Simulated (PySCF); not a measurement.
Species: C-cyanomethanimine, C2H2N2.
Geometry (PBE0-D3(BJ)/def2-SVP, Å), atoms numbered from 1 in this order:
```
atom  x, y, z in Å
H1    -1.246   -1.129    0.006
N2    -1.362   -0.109    0.023
C3    -0.239    0.479    0.003
C4     1.048   -0.183   -0.041
N5     2.067   -0.734   -0.077
H6    -0.204    1.579    0.016
```

A calculation gives these core lines: C 1s: 293.15 (area 1), 294.11 (area 1) eV; N 1s: 406.11 (area 1), 406.14 (area 1) eV.

The calculation used delta-SCF UKS SCAN, pcX-2 on the ionised atom, pcseg-1 elsewhere, spin-free X2C in PySCF 2.14.0. Geometry: PBE0-D3(BJ)/def2-SVP; no solvent, vibrations or thermal averaging.

(1) Which carbon gives which C 1s line?

Answers

(1) 293.15 eV: C4 (nitrile carbon); 294.11 eV: C3 (imine carbon). Lowest listed C 1s: C4, bonded to N (triple bond) and C. Highest, 0.96 eV above it: C3, bonded to N (double bond), C and H. Summing the Pauling electronegativity differences to the bonded atoms, each weighted by its formal bond order, gives +1.47 for the lowest site and +0.63 for the highest; the largest sum, +1.47, belongs to C4, 0.96 eV below the top. The smallest sum, +0.63, belongs to C3, 0.96 eV above the lowest.

Bonded neighbours of each site: N2: C (double bond) and H; C3: N (double bond), C and H; C4: N (triple bond) and C; N5: C (triple bond).

Problem. Express the binding energy of N 1s of N2 (atom 2) in atomic units and per mole.

Solution. 406.14 eV = 14.9254 Eh = 39187 kJ/mol.

Spin contamination (⟨S²⟩ against 0.75 for a pure doublet) is marked for C 1s of C3 (0.88) and C 1s of C4 (0.86), which makes these values less certain.
